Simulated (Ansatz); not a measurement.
Relaxation of BH₄NO (7 atoms, charge 0, multiplicity 1), to a largest force component of 0.03 eV/Å in at most 50 steps.

These are results of RKS PBE0-D4/def2-SVP in Ansatz 0.2.0, not measurements.

```xyz
7
Properties=species:S:1:pos:R:3
B -0.898 -0.874 0.417
H 1.167 0.180 0.997
O 1.430 0.240 0.049
H 1.788 -0.642 -0.118
N -1.309 -0.150 -0.678
H -2.257 -0.160 -1.041
H -0.648 0.454 -1.159
```

Task: Where does it end, and by what steps?

Result: It converged. The force dipped under the threshold on the way, but the program's further checks kept it going. After 13 steps the energy has fallen by 0.015 eV; B1 moved furthest, 0.22 Å.

```csv
step,energy less start (eV),largest force component (eV/Å),accepted
0,0.0000,0.785,yes
1,0.0008,0.310,no
2,-0.0089,0.110,yes
3,-0.0091,0.147,yes
4,-0.0111,0.085,yes
5,-0.0122,0.024,yes
6,-0.0115,0.200,no
7,-0.0127,0.086,yes
8,-0.0129,0.070,yes
9,-0.0134,0.095,yes
10,-0.0134,0.293,no
11,-0.0138,0.040,yes
12,-0.0139,0.182,yes
13,-0.0146,0.006,yes
```

```xyz
7
Properties=species:S:1:pos:R:3
B -0.710 -0.871 0.303
H 1.246 0.263 1.021
O 1.338 0.165 0.062
H 1.667 -0.742 -0.011
N -1.269 -0.116 -0.709
H -2.242 -0.242 -0.971
H -0.757 0.590 -1.228
```

The run took 23 s on 1 thread of Arm Neoverse V2 (shared host), peak memory 0.13 GiB.
